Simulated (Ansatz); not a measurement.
A convergence study on C3H6F2 (1,3-difluoropropane)

The species is C3H6F2 (11 atoms), meant as a singlet with charge 0. SMILES: `FCCCF`. Geometry: relaxed at PBE0-D4/def2-TZVP. This is one conformer, not always the lowest.

```xyz
11

F    -1.9644    1.4327   -0.1071
C    -0.7153    1.0007    0.3006
C    -0.3750   -0.2988   -0.3878
C     0.9675   -0.8382    0.0347
F     1.9756    0.0402   -0.3312
H    -0.7445    0.8753    1.3886
H     0.0080    1.7818    0.0541
H    -0.3882   -0.1543   -1.4716
H    -1.1381   -1.0462   -0.1471
H     1.0262   -0.9681    1.1208
H     1.1734   -1.7980   -0.4459
```

Program: Ansatz 0.2.0. Method: MP2. Swept: basis set. Watched: the vertical energy of the triplet above the singlet. Each run: energy, 5 core orbitals frozen. Hardware: 1 thread of Intel Xeon Platinum 8259CL at 2.50GHz (Skylake/Cascade Lake), shared host.

Deviations are taken from the sweep's last point, which isn't the limit.

Q: The candidates, from coarse to fine: cc-pVDZ; jun-cc-pV(D+d)Z; aug-cc-pVDZ; d-aug-cc-pVDZ. Estimate which is the coarsest that holds the vertical energy of the triplet above the singlet within 0.1 eV of the last.

A: jun-cc-pV(D+d)Z: it is 0.0248 eV off and takes 66 s, against 9.4 min for d-aug-cc-pVDZ.

| basis set | basis functions | value (eV) | from the best (eV) | wall time |
| --- | --- | --- | --- | --- |
| cc-pVDZ | 100 | 10.4143 | +1.1080 | 76 s |
| jun-cc-pV(D+d)Z | 120 | 9.3311 | +0.0248 | 66 s |
| aug-cc-pVDZ | 169 | 9.3292 | +0.0228 | 2.5 min |
| d-aug-cc-pVDZ | 238 | 9.3063 | 0.0000 | 9.4 min |
